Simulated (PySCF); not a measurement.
**A diatomic session: NH−**

One job finds the state of NH−, follows it along the bond with each method and fits the curves.

Program: PySCF 2.14.0. Level of theory: H aug-cc-pVDZ-DK, N aug-cc-pVDZ-DK, spin-free X2C with a Gaussian nucleus. These are calculated values, not measurements.

4 further runs of the same task are left out: 4 set aside as unsound or not needed.

## (1) Set-up

The job is set up so:

- atoms: H, N
- charge: -1
- basis: H aug-cc-pVDZ-DK, N aug-cc-pVDZ-DK
- Hamiltonian: spin-free X2C with a Gaussian nucleus
- basis functions: 32
- electrons treated: 9
- masses in u: 1.0078, 14.0031
- levels: PBE0, PBE, r²SCAN, r²SCANh, MN15, BP86, ωB97X, MP2, SCS-MP2, CCSD, CCSD(T)
- grid: 80 radial by 434 angular points
- occupations: held fixed by the projection of orbital angular momentum
- dissociation limit: H− + N, each in its ground configuration
- starting distance in angstrom: 1.075
- values of 2S to try: 1, 3

Launch:

```
> OMP_NUM_THREADS=1 python dia.py task.json out
```

After this run come: The PBE0 curve of the state that the search chose; PBE; r²SCAN (meta-GGA); r²SCANh (hybrid meta-GGA); MN15; BP86 (GGA); ωB97X; Correlated methods on the Hartree–Fock reference.

What does the calculation give? Wanted: for each run, Re; ωe; De; μ.

**Answer**, as computed:

Lowest PBE0 solution found, without spin–orbit coupling: ²Π (doublet), unpaired electrons π ↑.

```csv
level,Re (Å),ωe (cm⁻¹),De (eV),μ (D)
UHF-MP2,1.049,3238,2.87,n/a
UHF-SCS-MP2,1.050,3220,2.80,n/a
UHF-CCSD,1.052,3154,2.49,n/a
UHF-CCSD(T),1.056,3114,2.63,n/a
PBE,1.059,3075,3.58,-1.08
BP86,1.061,3054,3.57,-1.07
r²SCAN,1.049,3168,3.16,-1.16
r²SCANh,1.046,3207,3.07,-1.18
PBE0,1.047,3211,3.23,-1.15
MN15,1.048,3212,3.03,-1.19
ωB97X,1.044,3260,3.15,-1.24
```

De is counted to H− + N in their ground configurations. A positive dipole points from H to N; in an ion it is taken about the centre of mass and does not tell which atom is negative.

Differences from CCSD(T) in the same basis:

```csv
level,Re (mÅ),ωe (%)
UHF-MP2,-7,+4.0
UHF-SCS-MP2,-6,+3.4
UHF-CCSD,-3,+1.3
PBE,+3,-1.3
BP86,+5,-1.9
r²SCAN,-6,+1.7
r²SCANh,-10,+3.0
PBE0,-9,+3.1
MN15,-8,+3.2
ωB97X,-12,+4.7
```

Judged by CCSD(T) in the same basis: best bond length UHF-CCSD and PBE (3 mÅ off), worst ωB97X (-12 mÅ); best wavenumber UHF-CCSD and PBE (1.3 % off), worst ωB97X (+4.7 %). PBE gives a bond that is too long and too soft, as GGAs tend to. CCSD(T) in a basis this small is itself some way from its limit, more so than the functionals. Among the levels with a De in the table, it runs from 2.49 eV (UHF-CCSD) to 3.58 eV (PBE).

Correlated steps freeze 1 core orbital. With some functionals the highest level of the anion is positive, from self-interaction error or because the anion is truly unbound there; the finite basis then holds the extra electron, and no neutral molecule was run to test the binding.
